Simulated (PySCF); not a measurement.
Bonds broken one at a time in the series acetyl-X. All species are isolated molecules in the gas phase. One relaxed conformer stands for each flexible species; it need not be the lowest. Strings in code marks are SMILES.

Computed with PBE-D3(BJ)/def2-TZVP run with PySCF 2.14.0. All candidates: neutral, multiplicity 2. 

```yaml
highest_occupied_spin_orbital: -6.07 eV
dipole_moment: 0.66 D
```

Say which member has these values.
A) `[C-]#[N+][C]=O`
B) `[GeH3]`
C) `[CH]=O`
D) `[CH3]`

A, `[C-]#[N+][C]=O`. The others give `[GeH3]`: -5.23 eV, 0.05 D; `[CH3]`: -5.38 eV, 0.00 D; `[CH]=O`: -4.94 eV, 1.48 D
